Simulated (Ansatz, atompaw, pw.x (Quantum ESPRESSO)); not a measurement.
pw.x on bcc Li: one setting changed

Potential: PAW, atompaw 4.2.0.5, LDA (PW92); core none, reference 1s2 2s1 2p0; waves: 1s (bound): rc 0.75 bohr; 2s (bound): rc 3.00 bohr; 2p (bound, empty): rc 3.00 bohr; 2p channel at 0.3 Ry: rc 3.00 bohr; 3d channel at 0.05 Ry: rc 3.00 bohr; local part: bessel scheme, radius 2.30 bohr; core correction: none; augmentation: besselshape compensation charge, radius 2.90 bohr; PAW radius 3.00 bohr; waves and projectors: custom rrkj gramschmidtortho.

The reference run (k-mesh 14³, cutoffs 120/900 Ry, Fermi–Dirac 0.01 Ry, mixing_beta 0.4, conv_thr 1e-9, no spin) gives -0.17 GPa at 19.087 Å³/atom, where all-electron LAPW gives -0.02 GPa. This run, with its own iteration cap, changes ecutwfc to 8, a wrong or extreme entry chosen on purpose.

```
&control
  calculation='scf', prefix='x', pseudo_dir='./', outdir='./tmp', tstress=.true., disk_io='none'
/
&system
  ibrav=0, nat=1, ntyp=1, ecutwfc=8, ecutrho=900, nbnd=8,
  occupations='smearing', smearing='fd', degauss=0.01
/
&electrons
  conv_thr=1e-09, mixing_beta=0.4, electron_maxstep=70
/
ATOMIC_SPECIES
Li 1.0 Li.UPF
CELL_PARAMETERS angstrom
  -1.68354952 1.68354952 1.68354952
  1.68354952 -1.68354952 1.68354952
  1.68354952 1.68354952 -1.68354952
ATOMIC_POSITIONS crystal
Li 0.0000 0.0000 0.0000
K_POINTS automatic
14 14 14 0 0 0
```

```bash
pw.x < Li.scf.in > Li.scf.out
```

Question: How does the run end?

Answer: It converges in 14 iterations; the free energy moves by +87.97 eV/atom and the pressure by -543.38 GPa. The result is not a property of the crystal.

```
Message from routine setup:
     using ibrav=0 with symmetry is DISCOURAGED, use correct ibrav instead
     lattice parameter (alat)  =       5.5104  a.u.
     unit-cell volume          =     128.8055 (a.u.)^3
     number of electrons       =         3.00
     number of Kohn-Sham states=            8
     kinetic-energy cutoff     =       8.0000  Ry
     charge density cutoff     =     900.0000  Ry
     scf convergence threshold =      1.0E-09
     Exchange-correlation= SLA PW NOGX NOGC
     number of k points=   104  Fermi-Dirac smearing, width (Ry)=  0.0100
     iteration #  1     ecut=     8.00 Ry     beta= 0.40
     total energy              =      -8.55338451 Ry
     estimated scf accuracy    <       0.27109644 Ry
     iteration #  2     ecut=     8.00 Ry     beta= 0.40
     negative rho (up, down):  2.682E-02 0.000E+00
     total energy              =      -8.30084447 Ry
     estimated scf accuracy    <       0.10221659 Ry
     iteration #  3     ecut=     8.00 Ry     beta= 0.40
     negative rho (up, down):  1.156E-03 0.000E+00
     total energy              =      -8.34223608 Ry
     estimated scf accuracy    <       0.00263358 Ry
     [... 8 iterations left out ...]
     iteration # 12     ecut=     8.00 Ry     beta= 0.40
     total energy              =      -8.35649159 Ry
     estimated scf accuracy    <       0.00000002 Ry
     iteration # 13     ecut=     8.00 Ry     beta= 0.40
     total energy              =      -8.35649223 Ry
     estimated scf accuracy    <          1.0E-09 Ry
     iteration # 14     ecut=     8.00 Ry     beta= 0.40
     the Fermi energy is     0.6774 ev
!    total energy              =      -8.35649261 Ry
     estimated scf accuracy    <          1.4E-10 Ry
     smearing contrib. (-TS)   =      -0.00231712 Ry
     convergence has been achieved in  14 iterations
          total   stress  (Ry/bohr**3)                   (kbar)     P=    -5435.51
     Message from routine punch:
     Nothing written, as per user request (disk_io='none')
```

The run took about 5.5 s on one core of a shared host (Intel(R) Xeon(R) 6975P-C, 192 threads, 378 GiB, load 47).
